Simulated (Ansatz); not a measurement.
A made-up structure of CH5OS (charge +1), singlet:

O1  (-1.456, 0.405, -0.259)
C2  (-0.161, 0.600, 0.017)
S3  (0.787, -1.101, -0.241)
H4  (-1.674, 0.594, -1.180)
H5  (0.393, 1.273, -0.640)
H6  (-0.009, 0.819, 1.072)
H7  (-0.332, 0.190, -0.946)
H8  (0.200, -1.754, 0.786)
(Å)

It is relaxed with PBE-D4/def2-SVP and then PBE0-D4/def2-TZVP (Ansatz 0.2.0). Atoms count as bonded within 1.22 times the sum of their covalent radii (H–H: 0.88 Å). The end point is not checked to be a true minimum.

Problem. Does its bonding change? (Judge from chemistry; the calculation decides.)

Solution. Computed: Yes. Formed: S3–H7; broken: C2–H7.

Where it ends: The first stage lowers the energy by 4.52 eV in 16 steps. It ends as CH₅OS ([OH][CH2][SH2]), total charge +1:
```json
{"atom": "O1", "x (Å)": "-1.5244", "y (Å)": "0.6406", "z (Å)": "-0.0603"}
{"atom": "C2", "x (Å)": "-0.2010", "y (Å)": "0.7853", "z (Å)": "0.0913"}
{"atom": "S3", "x (Å)": "0.7662", "y (Å)": "-0.8742", "z (Å)": "-0.1650"}
{"atom": "H4", "x (Å)": "-1.8254", "y (Å)": "0.8848", "z (Å)": "-0.9442"}
{"atom": "H5", "x (Å)": "0.3115", "y (Å)": "1.4617", "z (Å)": "-0.5971"}
{"atom": "H6", "x (Å)": "0.0599", "y (Å)": "0.9998", "z (Å)": "1.1290"}
{"atom": "H7", "x (Å)": "0.2608", "y (Å)": "-1.2210", "z (Å)": "-1.3690"}
{"atom": "H8", "x (Å)": "-0.0999", "y (Å)": "-1.6517", "z (Å)": "0.5227"}
```

Labels in which every atom is bracketed show which atoms are joined, not bond orders.

For scale, one of the runs: PBE0-D4/def2-TZVP relaxation, 129 basis functions, launched by `ansatz run in.yaml --threads 2 --pin off --events-out ev --progress --plain --max-ram 4352MiB`. Hardware: 2 CPU threads of an Intel Xeon Platinum 8259CL, shared host. Wall time about 32 s.
